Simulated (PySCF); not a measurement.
Bonds (- single, = double, # triple, : aromatic): C1#C2 1.199 Å, C2-C3 1.444 Å, C3=O4 1.200 Å, C3-O5 1.338 Å. C1 carries H6; O5 carries H7.

Calculated, not measured (PySCF 2.14.0 with density-fitted response routines): coordinates at the PBE0-D3(BJ)/def2-TZVP level, σ from GIAO-B97-2/pcSseg-2. Non-relativistic, one computed conformer, no solvent model.

Shifts are taken against calculated references (same method and geometry level): TMS for $^{13}$C (185.38 ppm), $^{1}$H (31.64 ppm); $^{17}$O (327.66 ppm) vs H2O.

```
atoms   nucleus  count  δ (ppm)
   O4  $^{17}$O      1        ?
   H7   $^{1}$H      1     6.20
   C1  $^{13}$C      1     82.3
   O5  $^{17}$O      1    210.4
   H6   $^{1}$H      1     2.48
   C2  $^{13}$C      1        ?
   C3  $^{13}$C      1    158.5
```

Q: Estimate the values marked ?.

A: 
- C2: 77.8 ppm, alkyne carbon; sp carbons lie upfield of alkene carbons because the cylindrical π system leaves one tensor component strongly shielded
- O4: 435.9 ppm, carbonyl oxygen

The OH or NH signal is concentration- and solvent-dependent in practice; the value given is the gas-phase one. Shifts are as computed. Against solution values, carbons near 30 ppm lie about +3 ppm off and those near 130 ppm about +7 ppm. Of 1211 compounds with measured shifts, 218 miss one by over three times the rms of a fit or turn the order of signals round; such compounds aren't used in these exercises. In solution the two oxygens of a carboxylic acid exchange roles by proton transfer and give one 17O line. Hydrogen bonding in solution shields acid and N–H amide carbonyl oxygens by tens of ppm. Hydrogen bonding in solution deshields acid and N–H amide carbonyl carbons by as much as 10 ppm beyond these values. Unscaled 17O shifts of doubly bonded oxygen tend to come out too high, by tens of ppm or more. Experimental scales use liquid or dissolved standards, which lie at an offset from isolated H2O (liquid H2O: subtract about 36 ppm).
